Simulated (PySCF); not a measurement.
Spectrum to structure. Level of theory: TDDFT CAM-B3LYP/def2-SVPD, vertical, gas phase, core orbitals frozen in the response in PySCF 2.14.0, density-fitted response routines. Geometries: GFN2-xTB, one conformer each.

| state | ν̃ (cm⁻¹) | f | main configurations (H = HOMO, L = LUMO) |
| --- | --- | --- | --- |
| S1 | 35620 | 0.025 | H→L (90%) |
| S2 | 39670 | 0.048 | H→L+1 (58%), H→L+2 (30%) |
| S3 | 41350 | 0.037 | H→L+2 (60%), H→L+1 (27%) |
| S4 | 49120 | 0.019 | H→L+7 (25%), H-1→L (21%), H→L+9 (18%) |
| S5 | 49870 | 0.011 | H-1→L (50%), H→L+3 (13%), H→L+6 (12%) |
| S6 | 50510 | 0.036 | H→L+3 (48%), H→L+7 (21%), H→L+4 (12%) |
| S7 | 51430 | 0.0077 | H→L+5 (76%) |
| S8 | 52380 | 0.077 | H→L+4 (61%), H→L+7 (8%) |

Triplets computed (Tamm–Dancoff): 3.96, 4.67, 4.74 eV.

Orbital energies (eV): HOMO-3 -11.24, HOMO-2 -9.87, HOMO-1 -9.81, HOMO -6.61, LUMO 0.91, LUMO+1 1.05, LUMO+2 1.45.

Task: Which candidate is it? All have the formula C5H9P.
A. `C1C(PC=C)C1`
B. `C#CCPCC`
C. `CP(C)(=C)C#C`

Result: C. Its S1, at 4.42 eV, is the lowest among the candidates; the nearest of the others has S1 at 5.88 eV. S1 is HOMO→LUMO (90%). Löwdin shares by element: HOMO carbon 55% or more, phosphorus 18%, hydrogen 15% or more; LUMO carbon 54% or more, phosphorus 13%, hydrogen 7% or more (atoms not listed hold the other 26%). At the same level the other candidates give, for their lowest levels:
- `C#CCPCC`: 6.38 eV (f 0.011); 6.46 eV (f 0.079); 6.53 eV (f 0.023); 6.75 eV (f 0.014); 6.83 eV (f 0.006); T1 5.33 eV; HOMO -8.20, LUMO 1.15 eV
- `C=CPC1CC1`: 5.88 eV (f 0.216); 6.49 eV (f 0.036); 6.65 eV (f 0.034); 7.17 eV (f 0.157); 7.20 eV (f 0.021); T1 4.11 eV; HOMO -7.97, LUMO 0.94 eV
